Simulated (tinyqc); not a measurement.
The basis set: RHF and MP2 along a ladder of basis sets, for LiH, spin multiplicity 1. Computed by the program tinyqc with PySCF. Same geometry throughout; the dipole is taken about the origin.

Geometry (angstrom):
```
atom       x       y       z
Li    0.0000  0.0000  0.0000
H     0.0000  0.0000  1.3960
```

RHF and frozen-core MP2 in a ladder of bases:
```
basis    functions  E(RHF) (hartree)  E(MP2 corr) (hartree)  HOMO (eV)  LUMO (eV)  dipole (debye)
sto-3g           6         -7.860317              -0.011429    -8.2039     2.1637          4.8215
3-21g           11         -7.920414              -0.012130    -8.4095     0.1949          5.4895
6-31g           11         -7.970384              -0.012026    -8.4651     0.3669          5.5418
cc-pvdz         19         -7.976046              -0.022782    -8.4634     0.1320          5.5644
cc-pvtz         44         -7.979643              -0.027600    -8.4789     0.0918          5.5515
```

Estimate the missing row, basis = 6-31g**.

Computed row:
```
basis    functions  E(RHF) (hartree)  E(MP2 corr) (hartree)  HOMO (eV)  LUMO (eV)  dipole (debye)
6-31g**         19         -7.972664              -0.020758    -8.4526     0.3622          5.5200
```

From cc-pVDZ to cc-pVTZ the RHF energy falls by 3.6 mhartree and the correlation energy by 4.8. If valence correlation converges as X^-3, (27 E(T) - 8 E(D))/19 gives -0.0296 hartree, a rough estimate from such small X that usually falls short; STO-3G holds about 39 % of it. Beyond STO-3G the LUMO moves by 0.3 eV and the HOMO by 0.1 eV.
